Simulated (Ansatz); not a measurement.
**How far a parabola holds: energy against volume of fcc Rh**

fcc Rh, treated with LDA (Ansatz, a quantum-chemistry and plane-wave program, plane waves, PAW). Settings: plane-wave cutoff 520 eV, 24×24×24 k mesh, Fermi–Dirac smearing 0.05 eV, no spin polarisation, scalar-relativistic PAW data made under PBE. The cell has no free parameter but its volume, all volumes share cutoff and mesh, and the runs aren't spin-polarised. Energies are free energies at the run's smearing, counted from the lowest row; static lattice.

| V (Å³/atom) | E (meV/atom) |
|---|---|
| 12.694 | 22.72 |
| 12.958 | 5.44 |
| 13.223 | 0.00 |
| 13.487 | 5.06 |
| 13.752 | 19.42 |
| 14.016 | ? |

Question: Using a parabola, estimate the missing E at V = 14.016 from the other rows, showing the fit.

Answer: With u = V - 13.2, the rows have u = -0.5060, -0.2420, 0.0230, 0.2870, 0.5520. Least squares gives E = 0.088 - 6.089·u + 75.327·u². Residuals (row less fit): 0.265, -0.533, 0.012, 0.515, -0.259; standard error 0.586 (degrees of freedom: 2). The fitted curve has its minimum at V = 13.2, where E = -0.04. Its curvature is d²E/dV² = 2 × 75.327 meV/Å⁶, so B = V0·d²E/dV² × 0.1602 = 320 GPa. At the withheld row, u = 0.8160, so E = 0.088 - 6.089 × 0.8160 + 75.327 × 0.8160² = 45.276 meV/atom. The calculation gives 41.99 meV/atom, 3.286 meV/atom below the prediction (7.8 % of the range of E in the table). The row lies outside the fitted rows, so this is an extrapolation. From the scatter of the fitted rows alone, a prediction at this place has a standard error of 1.385 meV/atom, so the miss is 2.4 times that.

The residuals are curvature that a parabola lacks, not noise. A solid that stiffens under compression and softens on expansion lies above the parabola at the compressed end and under it at the expanded end, as this row does. A third-order Birch-Murnaghan fit to the whole scan has B0 = 318 GPa. Only scans are tabulated whose curvature falls smoothly with volume, and where the parabola meets the shown rows within 5 % of their range and misses the end by 0.1 meV or more.

Measured, for comparison: bulk modulus 271 GPa (corrected for temperature and zero-point phonon effects, sources range from 271 to 289; as tabulated in Levämäki et al. (2014), arXiv:1402.3671). Computed less measured: bulk modulus +17 % (+10 % to +17 % over the range).
